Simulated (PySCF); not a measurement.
3-chloropropanal, C3H5ClO.
Numbering: `[O:1]=[CH:2][CH2:3][CH2:4][Cl:5]` (hydrogens: H6 on C2; H7, H8 on C3; H9, H10 on C4)

The same species was optimised twice, with GFN2-xTB and with PBE0-D3(BJ)/def2-SVP (PySCF), and the same property calculations (PySCF, gas phase) were run on both structures.

| coordinate | GFN2-xTB | PBE0-D3(BJ)/def2-SVP | change |
| --- | --- | --- | --- |
| C2–H6 (Å) | 1.107 | 1.121 | +0.014 |
| C3–H8 (Å) | 1.093 | 1.105 | +0.012 |
| C3–H7 (Å) | 1.093 | 1.105 | +0.012 |
| C3–C4 (Å) | 1.519 | 1.511 | -0.008 |
| C4–H10 (Å) | 1.090 | 1.098 | +0.008 |
| C4–H9 (Å) | 1.090 | 1.098 | +0.008 |
| O1=C2 (Å) | 1.197 | 1.202 | +0.005 |
| C2–C3 (Å) | 1.503 | 1.502 | -0.001 |
| C4–Cl5 (Å) | 1.784 | 1.785 | +0.001 |
| H7–C3–H8 (°) | 106.9 | 104.9 | -2.0 |
| C3–C2–H6 (°) | 112.9 | 114.9 | +2.0 |
| H9–C4–H10 (°) | 109.5 | 107.7 | -1.8 |
| O1–C2–C3 (°) | 125.7 | 124.2 | -1.5 |
| C2–C3–C4 (°) | 112.0 | 112.8 | +0.8 |
| C3–C4–Cl5 (°) | 110.4 | 111.0 | +0.6 |
| C4–C3–H7 (°) | 110.7 | 111.2 | +0.5 |
| Cl5–C4–H10 (°) | 107.4 | 107.8 | +0.4 |
| O1–C2–C3–C4 (°) | 0 | 0 | 0 |
| C2–C3–C4–Cl5 (°) | 180 | 180 | 0 |

Rotational constants: A = 16605, B = 1637, C = 1518 MHz (GFN2-xTB) against A = 16518, B = 1639, C = 1519 MHz (PBE0-D3(BJ)/def2-SVP). Point groups within 0.08 Å: Cs and Cs.

On the GFN2-xTB structure: lowest singlet, TDDFT (eV) 4.40 [CAM-B3LYP/def2-SVPD]; lowest triplet, Tamm–Dancoff (eV) 3.79 [CAM-B3LYP/def2-SVPD]; isotropic polarisability (au) 53.8 [CAM-B3LYP/def2-SVPD]; HOMO (eV) -9.32 [CAM-B3LYP/def2-SVPD]; LUMO (eV) 0.12 [CAM-B3LYP/def2-SVPD]; dipole (D) 2.03 [CAM-B3LYP/def2-SVPD]; HOMO (eV) -7.78 [PBE0/pcSseg-1]; LUMO (eV) -0.94 [PBE0/pcSseg-1]; dipole (D) 1.96 [PBE0/pcSseg-1]; GIAO shielding of O1 (ppm) -356.6 [PBE0/pcSseg-1]; GIAO shielding of C2 (ppm) -17.2 [PBE0/pcSseg-1]; GIAO shielding of C3 (ppm) 132.9 [PBE0/pcSseg-1]; GIAO shielding of C4 (ppm) 142.4 [PBE0/pcSseg-1]; GIAO shielding of Cl5 (ppm) 881.8 [PBE0/pcSseg-1].

Problem. What do these properties become on the PBE0-D3(BJ)/def2-SVP structure?

Solution. 
```tsv
property	level	on GFN2-xTB	on PBE0-D3(BJ)/def2-SVP	change
lowest singlet, TDDFT (eV)	CAM-B3LYP/def2-SVPD	4.40	4.37	-0.03
lowest triplet, Tamm–Dancoff (eV)	CAM-B3LYP/def2-SVPD	3.79	3.77	-0.02
isotropic polarisability (au)	CAM-B3LYP/def2-SVPD	53.8	54.2	+0.4
HOMO (eV)	CAM-B3LYP/def2-SVPD	-9.32	-9.34	-0.02
LUMO (eV)	CAM-B3LYP/def2-SVPD	0.12	0.09	-0.03
dipole (D)	CAM-B3LYP/def2-SVPD	2.03	2.07	+0.04
energy, GFN2-xTB geometry as zero (kcal/mol)	CAM-B3LYP/def2-SVPD	0.0	-0.3	-0.3
HOMO (eV)	PBE0/pcSseg-1	-7.78	-7.80	-0.02
LUMO (eV)	PBE0/pcSseg-1	-0.94	-0.97	-0.03
dipole (D)	PBE0/pcSseg-1	1.96	2.00	+0.04
energy, GFN2-xTB geometry as zero (kcal/mol)	PBE0/pcSseg-1	0.0	-0.3	-0.3
GIAO shielding of O1 (ppm)	PBE0/pcSseg-1	-356.6	-365.9	-9.3
GIAO shielding of C2 (ppm)	PBE0/pcSseg-1	-17.2	-18.4	-1.2
GIAO shielding of C3 (ppm)	PBE0/pcSseg-1	132.9	132.7	-0.2
GIAO shielding of C4 (ppm)	PBE0/pcSseg-1	142.4	141.7	-0.7
GIAO shielding of Cl5 (ppm)	PBE0/pcSseg-1	881.8	878.8	-3.0
```

The heavy atoms differ by 0.009 Å rms after alignment. Among all bonds C2–H6 changes most (+0.014 Å). Changes are differences of the printed values. Neither structure is proved a minimum here.

Shape of the structure used: `[O:1]=[CH:2][CH2:3][CH2:4][Cl:5]`: O1–C2–C3–C4 0°, C2–C3–C4–Cl5 180°.
